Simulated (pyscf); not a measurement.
H₂P–InH₂ -> PH₃ + InH [singlet], a 1,1-elimination (singlet surface; In–P, H–In broken, H–P formed). PySCF, gas phase, ωB97X-D3(BJ)/def2-SVP geometries. MP2 and CC: frozen core, UHF for open shells. ΔMP2 is the change of the MP2 total energy from the triple- to the quadruple-zeta basis. Energies in kcal/mol from the reactant's lowest minimum found.

Small-basis levels: PySCF, no dispersion term, spherical d functions. 

Task: Quick B3LYP/LANL2DZ single points give ΔE‡ = 48.2 kcal/mol and ΔE = +14.5 kcal/mol. What does CCSD(T)/def2-TZVPP + ΔMP2(QZVPP) give, and how far is the quick result from it?

Result: CCSD(T)/def2-TZVPP + ΔMP2(QZVPP) gives ΔE‡ = 46.3 kcal/mol and ΔE = +11.3 kcal/mol. B3LYP/LANL2DZ lies 1.8 kcal/mol over it in the barrier and 3.2 kcal/mol over it in the reaction energy, so on this step it does not hold to within 3.0 kcal/mol. CCSD(T)/def2-TZVPP + ΔMP2(QZVPP) has limits of its own. On the product side the descent ends in an adduct with a In–P contact, 9.2 kcal/mol under the separated species and 45.8 kcal/mol under the saddle at ωB97X-D3(BJ)/def2-TZVP. What is counted as broken (In–P) persists as a longer contact in the product adduct; parting that adduct is a step of its own. At ωB97X-D3(BJ) the barrier from the zero used here is 55.7 kcal/mol. This is the saddle that the search found; another between the same sides may lie lower. The CCSD(T) − MP2 part came from Ansatz, without density fitting, on the same reference. The frozen core leaves the outer d or s,p core shells of the metals and heavy elements correlated in the MP2 and CC values, and def2-TZVPP describes them poorly, which can shift differences by a few kcal/mol. Elements past Kr carry the def2 core potentials, without spin-orbit coupling.
